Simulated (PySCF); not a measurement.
Species: C4H7O (doublet state).
Z-matrix (Å and degrees, GFN2-xTB geometry), rows numbered from 1:
```
C 
C   1  1.3071
O   2  1.3043  1  139.50
C   3  1.4400  2  120.20  1    31.41
C   4  1.5180  3  108.41  2  -152.31
H   1  1.0751  2  121.08  3  -175.12
H   1  1.0914  2  123.54  3    11.07
H   4  1.0969  3  108.23  2    87.36
H   4  1.0945  3  109.28  2   -31.01
H   5  1.0869  4  109.76  3  -178.41
H   5  1.0871  4  110.14  3    61.46
H   5  1.0866  4  110.03  3   -58.23
```

The hyperfine couplings belong to this conformer and change with its torsions.

As a line formula: `C=[C]OCC` [radical].

Method: UKS B3LYP, pcH-1 on C H O, non-relativistic, mean-field spin-orbit, GIAO (PySCF). Geometry: GFN2-xTB, one conformer, isolated molecule. A GFN2-xTB geometry isn't a minimum of the functional, and hyperfine couplings can be far from their values at a DFT geometry. Stability of the SCF solution: not tested.

Principal values of hyperfine tensors in MHz (contact and dipolar terms together), for some of the nuclei:

| atom | isotope | A1 | A2 | A3 |
| --- | --- | --- | --- | --- |
| C2 | 13C | 355.52 | 373.00 | 560.99 |
| O3 | 17O | -177.13 | -126.78 | -126.17 |
| H7 | 1H | 133.78 | 138.26 | 146.65 |
| H6 | 1H | 53.01 | 56.92 | 75.25 |
| C1 | 13C | 44.44 | 57.89 | 80.96 |
| H10 | 1H | 6.93 | 7.44 | 10.14 |
| H8 | 1H | -5.97 | -4.22 | 5.26 |
| H9 | 1H | -4.37 | 0.54 | 7.29 |

(1) Split each tensor into its isotropic and traceless parts, and turn a_iso into mT with g = 2.0023.

(2) What spin density at the nucleus of H7 lies behind its contact coupling (g_N = 5.58569)?

(3) C4 (13C, g_N = 1.40482) isn't in the table. Its spin density at the nucleus is 0.03051 bohr⁻³. What is its contact coupling?

(4) Name the largest traceless tensor T of the table and describe it.

(5) What first-order splitting does H7 cause when the field lies along A1, A2 or A3 of its tensor (g taken as isotropic, no quadrupole term)?

Results:

(1) a_iso = (A1 + A2 + A3)/3, Ti = Ai − a_iso; 1 mT corresponds to 28.025 MHz.

```json
{"atom": "C2", "a_iso (MHz)": "429.84", "a_iso (mT)": "15.338", "T1": "-74.32", "T2": "-56.83", "T3": "131.15"}
{"atom": "O3", "a_iso (MHz)": "-143.36", "a_iso (mT)": "-5.115", "T1": "-33.77", "T2": "16.58", "T3": "17.19"}
{"atom": "H7", "a_iso (MHz)": "139.56", "a_iso (mT)": "4.980", "T1": "-5.78", "T2": "-1.30", "T3": "7.08"}
{"atom": "H6", "a_iso (MHz)": "61.72", "a_iso (mT)": "2.202", "T1": "-8.72", "T2": "-4.81", "T3": "13.52"}
{"atom": "C1", "a_iso (MHz)": "61.10", "a_iso (mT)": "2.180", "T1": "-16.65", "T2": "-3.20", "T3": "19.86"}
{"atom": "H10", "a_iso (MHz)": "8.17", "a_iso (mT)": "0.292", "T1": "-1.24", "T2": "-0.73", "T3": "1.97"}
{"atom": "H8", "a_iso (MHz)": "-1.64", "a_iso (mT)": "-0.059", "T1": "-4.33", "T2": "-2.57", "T3": "6.90"}
{"atom": "H9", "a_iso (MHz)": "1.16", "a_iso (mT)": "0.041", "T1": "-5.52", "T2": "-0.61", "T3": "6.14"}
```

(2) a_FC = 800.24 MHz bohr³ × g_N × ρ(0)/(2S). With a_FC = 139.56 MHz and 2S = 1, ρ(0) = 0.03122 bohr⁻³. In magnitude that is 9.8 % of the 1/π = 0.318 of a free hydrogen atom.

(3) By the same relation, a_FC = 34.3 MHz. Its full tensor has the principal values 28.06, 28.24, 46.60 MHz.

(4) C2: -74.3, -56.8, 131.2 MHz, rhombic: the two smaller values differ by 13 % of the largest.

(5) 2 lines (I = 1/2), spaced by |A_i|/(g × 13.996): 4.77, 4.93, 5.23 mT along the axes of A1, A2 and A3.
